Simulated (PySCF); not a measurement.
Compound: Li2.
Z-matrix (Å and degrees, B3LYP/6-31+G* geometry), rows numbered from 1:
```
Li
Li  1  2.7282
```

Computed, not measured: B3LYP/6-31+G* geometry optimisation, gas phase in PySCF 2.14.0.

Masses are those of the commonest isotopes; rigid-rotor values at the optimised geometry. 

Question: What are the moment of inertia and the rotational constant?

Answer: I = 26.111 u·Å², B = 505379 MHz·u·Å²/I = 19355 MHz (0.6456 cm⁻¹, or 0.929 K as hB/k). For two atoms I = μr² with μ = 3.5080 u and r = 2.7282 Å.

Question: List the first levels of a rigid rotor in a Σ state.

Answer: E(J) = BJ(J+1): J = 1: 1.291, J = 2: 3.874, J = 3: 7.748, J = 4: 12.913, J = 5: 19.369, J = 6: 27.116 cm⁻¹.

Question: Has it a pure rotational spectrum?

Answer: Not by electric dipole: D∞h allows no dipole (computed 0.00 D). Rotational Raman lines (ΔJ = 2) lie at B(4J + 6), spaced by 4B = 2.583 cm⁻¹, with nuclear-spin weights that differ between even and odd J.

Question: Estimate the classical rotational partition function at 10 K, 25 K and 100 K.

Answer: Point group D∞h, symmetry number σ = 2; q = kT/(σhB), k/h = 20836.6 MHz/K: 5.4 at 10 K, 13.5 at 25 K, 53.8 at 100 K.

No frequency check. Zero-point vibration and centrifugal distortion are left out.
